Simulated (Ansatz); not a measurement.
# V: a sweep of one setting

```xyz
1
Lattice="-1.4989 1.4989 1.4989 1.4989 -1.4989 1.4989 1.4989 1.4989 -1.4989" Properties=species:S:1:pos:R:3 pbc="T T T"
V     0.0000    0.0000    0.0000
```

Conventional cell: a = 2.998 Å, b = 2.998 Å, c = 2.998 Å, α = 90.00°, β = 90.00°, γ = 90.00°. V (atom 1) has 8 V at 2.60 Å as nearest neighbours.

The cell was built from the bcc type and relaxed in the same program, and has space group Im-3m; it needn't be a known or the stable phase.

The calculation used DFT, PBE, all-electron LAPW, scalar-relativistic (Ansatz 0.2.0).

Sampling and basis: a Γ-centred 16×16×16 k mesh, Fermi–Dirac smearing of 0.05 eV, basis error target 1 meV/atom, spin-polarised from start moments V 1.5 μB (the moments died away, and the run ended non-magnetic). One setting is then changed at a time.

| filling | energy at zero smearing less the base's (meV/atom) | P (GPa) | cutoff chosen (eV) |
| --- | --- | --- | --- |
| Fermi–Dirac 0.05 eV (base) | 0.0 | -0.02 | 264 |
| tetrahedron | -2.6 | – | 264 |
| Gaussian 0.2 eV | -1.0 | 0.09 | 264 |
| Gaussian 0.05 eV | 0.7 | -0.07 | 264 |
| Fermi–Dirac 0.15 eV | ? | 0.58 | 264 |
| Fermi–Dirac 0.28 eV | ? | 2.24 | 264 |

Problem. Give the missing entry: row "Fermi–Dirac 0.15 eV", column "energy at zero smearing less the base's (meV/atom)".

Solution. -5.6.

Problem. Fill in "energy at zero smearing less the base's (meV/atom)" for the row "Fermi–Dirac 0.28 eV".

Solution. -21.3.
